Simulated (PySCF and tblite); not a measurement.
CF3CH2NH2, C₂H₄F₃N, numbered as in [NH2:1][CH2:2][C:3]([F:4])([F:5])[F:6].

The ensemble was built from 90 distance-geometry starts (ETKDG and KDG, MMFF94s, GFN2-xTB) and rests on PBE0-D3(BJ)/def2-SVP geometries. Energies: PBE0-D3(BJ)/def2-TZVP, with GFN2-xTB thermal terms (modes under about 100 cm⁻¹ blended into free rotors). Symmetry numbers and mirror images are counted. Conformers within 3 kcal/mol (GFN2-xTB free energy) were kept, 8 at most. Couplings: B3LYP/pcJ-1 (gas phase; spin-dipole term only for pairs with B, N, F, Si or P). Couplings are for ¹³C, ¹⁹F, ¹H, ¹⁵N. Programs: PySCF with density fitting and tblite.

Torsions listed: H1–N1–C2–C3. Of a mirror pair one member is shown.

```tsv
conformer	shape	weight %
1	59°	93.7
2	169°	6.3
```

Q: Give the couplings in each conformer and the averages at 298.15 K (pairs that fast motion interchanges averaged).

A: 
| coupling | pairs | 1 | 2 | average (Hz) |
| --- | --- | --- | --- | --- |
| ¹J(N1,C2) | 1 | -4.4 | -6.0 | -4.5 |
| ²J(N1,C3) | 1 | -0.5 | -3.8 | -0.7 |
| ³J(N1,F4) | 3 | 1.9 | -1.1 | 1.8 |
| ¹J(N1,H1) | 2 | -68.2 | -69.6 | -68.3 |
| ²J(N1,H2) | 2 | -3.3 | -0.8 | -3.1 |
| ¹J(C2,C3) | 1 | 61.0 | 69.7 | 61.5 |
| ²J(C2,F4) | 3 | 34.6 | 35.4 | 34.7 |
| ²J(H1,C2) | 2 | -2.8 | -2.2 | -2.8 |
| ¹J(C2,H2) | 2 | 143.1 | 138.9 | 142.8 |
| ¹J(C3,F4) | 3 | -345.1 | -342.7 | -344.9 |
| ³J(H1,C3) | 2 | 1.6 | 7.0 | 2.0 |
| ²J(H2,C3) | 2 | -3.1 | -5.3 | -3.2 |
| ⁴J(H1,F4) | 6 | -0.8 | 0.3 | -0.7 |
| ³J(H2,F4) | 6 | 8.8 | 9.0 | 8.8 |
| ²J(H1,H1) | 1 | -9.3 | -9.5 | -9.3 |
| ³J(H1,H2) | 4 | 11.0 | 7.2 | 10.8 |
| ²J(H2,H2) | 1 | -17.2 | -14.3 | -17.1 |

Computed couplings to fluorine can be off by tens of per cent at such levels.

F–F couplings are left out: such levels miss them by tens of Hz and can give the wrong sign.
